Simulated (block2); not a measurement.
# DMRG/3-21G (start occupation bias 0.1) run of HS (SMILES [SH])

Aim: a single-point energy of HS. 

The calculation is run with block2 0.5.4.

4 further runs of the same task are left out: 4 set aside as unsound or not needed.

## Step 1: The molecule

HS: 2 atoms, total charge 0, spin state doublet. SMILES: `[SH]`. The shape is that of a PBE0-D4/def2-TZVP optimisation.

Bond lengths: S1–H2 1.346 Å.

## Step 2: The energy at DMRG/3-21G (start occupation bias 0.1)

make_fcidump.py

```python
from pyscf import ao2mo, gto, mcscf, mp, scf
from pyscf.tools import fcidump

geom = """
S      0.574560    -0.187810     0.295460
H     -0.574560     0.187810    -0.295460
"""
mol = gto.M(
    atom=geom,
    basis="3-21g",
    spin=1,
    verbose=4,
    max_memory=2000,
)
print("nao: %d" % (mol.nao))
mf = scf.ROHF(mol)
mf.conv_tol = 1e-10
mf.max_cycle = 200
mf.kernel()
if not mf.converged:
    mf = mf.newton().run(mf.mo_coeff, mf.mo_occ)
print("reference energy: %.10f" % (mf.e_tot))
occ_no, mo = mcscf.addons.make_natural_orbitals(mp.MP2(mf.to_uhf(), frozen=5).run())
mf.mo_coeff = mo
cas = mcscf.CASCI(mf, 10, 7)
h1, ecore = cas.get_h1eff()
fcidump.from_integrals("FCIDUMP", h1, cas.get_h2eff(), 10, 7, nuc=ecore, ms=1)
ci = mcscf.CASCI(mf, 10, (4, 3))
ci.fix_spin_(ss=0.75)
ci.fcisolver.conv_tol = 1e-10
ci.fcisolver.max_cycle = 200
ci.kernel()
print(f"exact diagonalisation: {ci.e_tot:.10f}")
```

input.conf

```
sym c1
orbitals FCIDUMP
nelec 7
spin 1
irrep 1
occ 2 2 2 1 0 0 0 0 0 0
cbias 0.1
schedule
0 50 1E-07 1E-04
6 75 1E-07 1E-04
12 100 1E-07 1E-05
18 100 1E-08 0.0
end
maxiter 24
sweep_tol 1E-05
fiedler
mem 1g
num_thrds 1
prefix ./tmp
outputlevel 1
onepdm
```

Started as:

```
$ python make_fcidump.py && block2main input.conf
```

What it wrote:

```text
$ python make_fcidump.py

[INPUT] verbose = 4
[INPUT] num. atoms = 2
[INPUT] num. electrons = 17
[INPUT] charge = 0
[INPUT] spin (= nelec alpha-beta = 2S) = 1
[INPUT] symmetry False subgroup None
[INPUT] Mole.unit = angstrom
[INPUT] Symbol           X                Y                Z      unit          X                Y                Z       unit  Magmom
[INPUT]  1 S      0.574560000000  -0.187810000000   0.295460000000 AA    1.085761042130  -0.354909463455   0.558338480764 Bohr   0.0
[INPUT]  2 H     -0.574560000000   0.187810000000  -0.295460000000 AA   -1.085761042130   0.354909463455  -0.558338480764 Bohr   0.0

nuclear repulsion = 6.29203944193522
number of shells = 9
number of NR pGTOs = 30
number of NR cGTOs = 15
basis = 3-21g
ecp = {}
CPU time:         0.38
nao: 15

******** <class 'pyscf.scf.rohf.ROHF'> ********
method = ROHF
initial guess = minao
damping factor = 0
level_shift factor = 0
DIIS = <class 'pyscf.scf.diis.CDIIS'>
diis_start_cycle = 1
diis_space = 8
diis_damp = 0
SCF conv_tol = 1e-10
SCF conv_tol_grad = None
SCF max_cycles = 200
direct_scf = True
direct_scf_tol = 1e-13
chkfile to save SCF result = tmp_61ruh3a
max_memory 2000 MB (current use 105 MB)
num. doubly occ = 8  num. singly occ = 1
Set gradient conv threshold to 1e-05
init E= -395.618489606579
  HOMO = -0.298990805781249  LUMO = 0.14921447464796  gap/eV = 12.19629
cycle= 1 E= -396.108605781337  delta_E= -0.49  |g|= 0.129  |ddm|= 0.896
  HOMO = -0.227399761382  LUMO = 0.175686235093498  gap/eV = 10.96853
cycle= 2 E= -396.117472269394  delta_E= -0.00887  |g|= 0.0161  |ddm|= 0.204
  HOMO = -0.224627668035989  LUMO = 0.192582019954219  gap/eV = 11.35285
cycle= 3 E= -396.117668288484  delta_E= -0.000196  |g|= 0.00322  |ddm|= 0.041
  HOMO = -0.224318728171325  LUMO = 0.193262138188233  gap/eV = 11.36295
cycle= 4 E= -396.117675269987  delta_E= -6.98e-06  |g|= 0.000334  |ddm|= 0.00792
  HOMO = -0.224514145990069  LUMO = 0.193233121231033  gap/eV = 11.36748
cycle= 5 E= -396.117675328376  delta_E= -5.84e-08  |g|= 8e-05  |ddm|= 0.000529
  HOMO = -0.224466652522034  LUMO = 0.193254997403882  gap/eV = 11.36679
cycle= 6 E= -396.117675331381  delta_E= -3.01e-09  |g|= 1.48e-05  |ddm|= 9.77e-05
  HOMO = -0.224468442561354  LUMO = 0.193253774839421  gap/eV = 11.36680
cycle= 7 E= -396.117675331513  delta_E= -1.32e-10  |g|= 6.6e-07  |ddm|= 3.8e-05
  HOMO = -0.224468695042618  LUMO = 0.193253838369387  gap/eV = 11.36681
cycle= 8 E= -396.117675331514  delta_E= -7.96e-13  |g|= 6.84e-08  |ddm|= 1.34e-06
  HOMO = -0.224468698941175  LUMO = 0.193253821923259  gap/eV = 11.36681
Extra cycle  E= -396.117675331513  delta_E= 6.25e-13  |g|= 1.66e-08  |ddm|= 1.28e-07
converged SCF energy = -396.117675331513
reference energy: -396.1176753315

******** <class 'pyscf.mp.ump2.UMP2'> ********
nocc = (np.int64(4), np.int64(3)), nmo = (10, 10)
frozen orbitals 5
max_memory 2000 MB (current use 121 MB)
E(UMP2) = -396.159154539326  E_corr = -0.0414792078124302
E(SCS-UMP2) = -396.161927085493  E_corr = -0.0442517539795206
E_corr(same-spin) = -0.00637303314853354
E_corr(oppo-spin) = -0.0351061746638967

******** <class 'pyscf.mcscf.casci.CASCI'> ********
CAS (4e+3e, 10o), ncore = 5, nvir = 0
natorb = False
canonicalization = True
sorting_mo_energy = False
max_memory 2000 MB (current use 121 MB)
******** <class 'pyscf.fci.addons.SpinPenaltyFCISolver'> ********
max. cycles = 200
conv_tol = 1e-10
davidson only = True
linear dependence = 1e-12
level shift = 0.001
max iter space = 12
max_memory 2000 MB
nroots = 1
pspace_size = 400
spin = None
Density matrix diagonal elements [1.98858180e+00 1.98784548e+00 1.96364610e+00 9.96553533e-01
 3.39962745e-02 1.09922899e-02 8.11781376e-03 5.05066932e-03
 3.98001532e-03 1.23602458e-03]
CASCI converged
CASCI E = -396.171305987111  E(CI) = -12.9026247988175  S^2 = 0.7500000
exact diagonalisation: -396.1713059871

$ block2main input.conf

********************************** INPUT START **********************************
sym                                                             c1
orbitals                                                   FCIDUMP
nelec                                                            7
spin                                                             1
irrep                                                            1
occ                                            2 2 2 1 0 0 0 0 0 0
cbias                                                          0.1
maxiter                                                         24
sweep_tol                                                    1E-05
fiedler
mem                                                             1g
num_thrds                                                        1
prefix                                                       ./tmp
outputlevel                                                      1
onepdm
schedule                  Sweep   0-   5 : Mmps =    50 Noise =    0.0001 DavTol =     1e-07
                          Sweep   6-  11 : Mmps =    75 Noise =    0.0001 DavTol =     1e-07
                          Sweep  12-  17 : Mmps =   100 Noise =     1e-05 DavTol =     1e-07
                          Sweep  18-  23 : Mmps =   100 Noise =         0 DavTol =     1e-08
********************************** INPUT END   **********************************

SPIN ADAPTED - REAL DOMAIN - DOUBLE PREC
qc mpo type =  QCTypes.Conventional
 UseMainStack = 0 MinDiskUsage = 1 MinMemUsage = 0 IBuf = 0 OBuf = 0
 FPCompression: prec = 1.00e-16 chunk = 1024
 IMain = 0 B / 66.8 MB DMain = 0 B / 343 MB ISeco = 0 B / 28.6 MB DSeco = 0 B / 515 MB
 OpenMP = 1 TBB = 0 BLIS = 0 MKL = NONE  SeqType = Tasked AlignType = None MKLIntLen = 4
 THREADING = 2 layers : Global | Operator BatchedGEMM
 NUMBER : Global = 1 Operator = 1 Quanta = 0 MKL = 1
 COMPLEX = 1 SINGLE-PREC = 1 KSYMM = 0
using fiedler reorder =  [9 8 4 2 6 0 1 3 5 7]
read integral finished 0.0032842939253896475
integral sym error =            0
MinMPOMemUsage =  False
MPS =  CCRRRRRRRR 0 2 < N=7 S=1/2 PG=0 >
GS INIT MPS BOND DIMS =       1     3    10    35    57    60    57    56    15     4     1
pre-mpo memory usage =  155 MB
build mpo start ...
build mpo finished ... Tread = 0.000 Twrite = 0.000 T = 0.004
simpl mpo start ...
simpl mpo finished ... Tread = 0.000 Twrite = 0.000 T = 0.010
GS MPO BOND DIMS =      15    22    33    48    67    42    33    22    15     1
build 1pdm mpo 0.03324805898591876
build identity mpo 0.033928579883649945
memory usage =  161 MB
para mpo finished 0.03435589699074626
env init finished 0.07323964708484709

Sweep =    0 | Direction =  forward | Bond dimension =   50 | Noise =  1.00e-04 | Dav threshold =  1.00e-07
Time elapsed =      0.463 | E =    -396.1668069301 | DW = 1.06470e-06

Sweep =    1 | Direction = backward | Bond dimension =   50 | Noise =  1.00e-04 | Dav threshold =  1.00e-07
Time elapsed =      0.643 | E =    -396.1712958173 | DE = -4.49e-03 | DW = 1.08146e-06

Sweep =    2 | Direction =  forward | Bond dimension =   50 | Noise =  1.00e-04 | Dav threshold =  1.00e-07
Time elapsed =      0.800 | E =    -396.1712960419 | DE = -2.25e-07 | DW = 6.15578e-07

Sweep =    3 | Direction = backward | Bond dimension =   50 | Noise =  1.00e-04 | Dav threshold =  1.00e-07
Time elapsed =      0.948 | E =    -396.1712961834 | DE = -1.42e-07 | DW = 1.07807e-06

Sweep =    4 | Direction =  forward | Bond dimension =   50 | Noise =  1.00e-04 | Dav threshold =  1.00e-07
Time elapsed =      1.105 | E =    -396.1712961852 | DE = -1.80e-09 | DW = 6.15531e-07

Sweep =    5 | Direction = backward | Bond dimension =   50 | Noise =  1.00e-04 | Dav threshold =  1.00e-07
Time elapsed =      1.253 | E =    -396.1712962586 | DE = -7.33e-08 | DW = 1.07800e-06

Sweep =    6 | Direction =  forward | Bond dimension =   75 | Noise =  1.00e-04 | Dav threshold =  1.00e-07
Time elapsed =      1.447 | E =    -396.1712965437 | DE = -2.85e-07 | DW = 9.57064e-08

Sweep =    7 | Direction = backward | Bond dimension =   75 | Noise =  1.00e-04 | Dav threshold =  1.00e-07
Time elapsed =      1.652 | E =    -396.1712966359 | DE = -9.22e-08 | DW = 2.27260e-07

Sweep =    8 | Direction =  forward | Bond dimension =   75 | Noise =  1.00e-04 | Dav threshold =  1.00e-07
Time elapsed =      1.864 | E =    -396.1712966374 | DE = -1.48e-09 | DW = 9.61363e-08

Sweep =    9 | Direction = backward | Bond dimension =   75 | Noise =  1.00e-04 | Dav threshold =  1.00e-07
Time elapsed =      2.070 | E =    -396.1712966821 | DE = -4.47e-08 | DW = 2.27098e-07

Sweep =   10 | Direction =  forward | Bond dimension =   75 | Noise =  1.00e-04 | Dav threshold =  1.00e-07
Time elapsed =      2.283 | E =    -396.1712966839 | DE = -1.80e-09 | DW = 9.54735e-08

Sweep =   11 | Direction = backward | Bond dimension =   75 | Noise =  1.00e-04 | Dav threshold =  1.00e-07
Time elapsed =      2.489 | E =    -396.1712967286 | DE = -4.47e-08 | DW = 2.27090e-07

Sweep =   12 | Direction =  forward | Bond dimension =  100 | Noise =  1.00e-05 | Dav threshold =  1.00e-07
Time elapsed =      2.738 | E =    -396.1712967359 | DE = -7.27e-09 | DW = 2.54779e-09

Sweep =   13 | Direction = backward | Bond dimension =  100 | Noise =  1.00e-05 | Dav threshold =  1.00e-07
Time elapsed =      2.984 | E =    -396.1712967336 | DE = 2.29e-09 | DW = 1.23491e-08

Sweep =   14 | Direction =  forward | Bond dimension =  100 | Noise =  1.00e-05 | Dav threshold =  1.00e-07
Time elapsed =      3.238 | E =    -396.1712967371 | DE = -3.54e-09 | DW = 2.32279e-09

Sweep =   15 | Direction = backward | Bond dimension =  100 | Noise =  1.00e-05 | Dav threshold =  1.00e-07
Time elapsed =      3.487 | E =    -396.1712967351 | DE = 1.96e-09 | DW = 1.23066e-08

Sweep =   16 | Direction =  forward | Bond dimension =  100 | Noise =  1.00e-05 | Dav threshold =  1.00e-07
Time elapsed =      3.733 | E =    -396.1712967196 | DE = 1.56e-08 | DW = 2.26893e-09

Sweep =   17 | Direction = backward | Bond dimension =  100 | Noise =  1.00e-05 | Dav threshold =  1.00e-07
Time elapsed =      3.983 | E =    -396.1712967192 | DE = 3.89e-10 | DW = 9.59570e-09

Sweep =   18 | Direction =  forward | Bond dimension =  100 | Noise =  0.00e+00 | Dav threshold =  1.00e-08
Time elapsed =      4.220 | E =    -396.1712967430 | DE = -2.38e-08 | DW = 3.30991e-13

Final canonical form =  LLLLLLLLLC 8
DMRG Energy = -396.171296743023106
npdm string = ['(C+D)0']

Build NPDM MPO | Nsites =    10 | Nmaxops =  2 | SymbolFree = T | Cutoff = 0.00e+00
 Site =     0 /    10 .. L =        4 R =        1 M =            0 Tmid = 0.000 T = 0.000
 Site =     1 /    10 .. L =        4 R =       19 M =           19 Tmid = 0.000 T = 0.000
 Site =     2 /    10 .. L =        4 R =       17 M =           17 Tmid = 0.000 T = 0.000
 Site =     3 /    10 .. L =        4 R =       15 M =           15 Tmid = 0.000 T = 0.000
 Site =     4 /    10 .. L =        4 R =       13 M =           13 Tmid = 0.000 T = 0.000
 Site =     5 /    10 .. L =        4 R =       11 M =           11 Tmid = 0.000 T = 0.000
 Site =     6 /    10 .. L =        4 R =        9 M =            9 Tmid = 0.000 T = 0.000
 Site =     7 /    10 .. L =        4 R =        7 M =            7 Tmid = 0.000 T = 0.000
 Site =     8 /    10 .. L =        4 R =        5 M =            5 Tmid = 0.000 T = 0.000
 Site =     9 /    10 .. L =        1 R =        4 M =            4 Tmid = 0.000 T = 0.000
Ttotal =      0.000

Expectation | Direction = backward | BRA bond dimension =  100 | KET bond dimension =  100
Time elapsed =      0.039
NPDM Sorting | Nsites =    10 | Nmaxops =  2 | DotSite = 2 | SymbolFree = T | Compressed = T | LowMem = F | Mem = 800 B
Ttotal =      0.000

DMRG OCC =   1.989 1.865 1.964 1.119 0.034 0.010 0.008 0.006 0.004 0.001
```

It took 5.7 s on 1 thread of Arm Neoverse V2, shared host; peak memory 0.18 GiB.

## Step 3: Summary of results

Level: DMRG/3-21G (start occupation bias 0.1), 5 core orbitals frozen.

| quantity | value |
| --- | --- |
| total energy | -396.17130 Eh |
